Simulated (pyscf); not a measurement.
H₃C–GeH: [singlet] + hydrogen (H₂) + hydrogen (H₂) -> H₃C–GeH₃ + hydrogen (H₂) (multi-bond step; singlet surface; H–H, H–H broken, Ge–H, Ge–H, H–H formed). Structures and frequencies: ωB97X-D3(BJ)/def2-SVP in PySCF. Energies in kcal/mol from the separated reactants.

```
level                   barrier  reaction energy
----------------------  -------  ---------------
ωB97X-D3(BJ)/def2-TZVP      [?]            -45.8
PBE/def2-TZVP              22.7            -41.7
B3LYP-D3(BJ)/def2-TZVP     30.5            -40.5
PBE0-D3(BJ)/def2-TZVP       [?]              [?]
M06-2X/def2-TZVP           37.2            -41.2
ωB97M-D3(BJ)/def2-TZVP     34.0            -42.0
```

### Question
Fill in the missing entries.

### Answer

- ωB97X-D3(BJ)/def2-TZVP, barrier: 32.8
- PBE0-D3(BJ)/def2-TZVP, barrier: 25.3
- PBE0-D3(BJ)/def2-TZVP, reaction energy: -45.9

The functionals in the table span 14.5 kcal/mol in this barrier, from PBE to M06-2X. This is the saddle that the search found; another between the same sides may lie lower. Elements up to Kr have no core potential and no relativistic terms here.
